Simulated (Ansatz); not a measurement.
## Breaking a bond in HF (SMILES F)

The species is HF (2 atoms), meant as a singlet with charge 0. SMILES: `F`. The coordinates come from a PBE0-D4/def2-TZVP relaxation.

```jsonl
{"atom": "F", "x (Å)": "-0.3900", "y (Å)": "0.1446", "z (Å)": "-0.1964"}
{"atom": "H", "x (Å)": "0.3900", "y (Å)": "-0.1446", "z (Å)": "0.1964"}
```

The F1–H2 distance is scanned; the parts on either side stay rigid. Basis cc-pVDZ, 1 core orbital frozen in the correlated methods; program Ansatz 0.2.0. FCI is exact within this basis and core. Energies in eV from each method's value at 0.920 Å; methods without a U are spin-restricted. The shape above is that at 0.920 Å.

```
distance (Å)  SVWN5  B2PLYP  RPA@PBE  CCSD(T)   FCI
       0.920   0.00    0.00     0.00     0.00  0.00
       1.150   0.78    0.92     0.84     0.95  0.95
       1.380   2.20    2.43     2.23     2.44  2.43
       1.840   4.61    4.88     4.30     4.50  4.51
       2.300   6.09    6.21     4.98     5.06  5.26
```

Departure from the FCI curve at its largest: SVWN5 +0.84 eV at 2.30 Å; B2PLYP +0.95 eV at 2.30 Å; RPA@PBE -0.28 eV at 2.30 Å; CCSD(T) -0.19 eV at 2.30 Å. Functionals converge differently with the basis, so for them the departure isn't an error alone.
